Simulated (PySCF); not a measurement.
C₃H₈, SMILES C(C)C.

The structure is a stationary point at ωB97X-D3(BJ)/def2-SVP.

Level of theory: PBE/def2-TZVPD (PySCF).

Symmetry labels are those of the subgroup C2v that the program uses (full group C2v).

Question: List the valence orbital energies around the gap with their symmetry. (The exact figures need the calculation; the answer reports its results.)

Answer: 
| orbital | symmetry | energy (eV) |
|---|---|---|
| HOMO−7 | A1 | -14.19 |
| HOMO−6 | B2 | -11.06 |
| HOMO−5 | A1 | -10.57 |
| HOMO−4 | B1 | -9.59 |
| HOMO−3 | A2 | -9.08 |
| HOMO−2 | B1 | -8.07 |
| HOMO−1 | A1 | -8.01 |
| HOMO | B2 | -7.70 |
| LUMO | A1 | -0.15 |
| LUMO+1 | B1 | 0.57 |
| LUMO+2 | A1 | 0.66 |
| LUMO+3 | B2 | 1.13 |
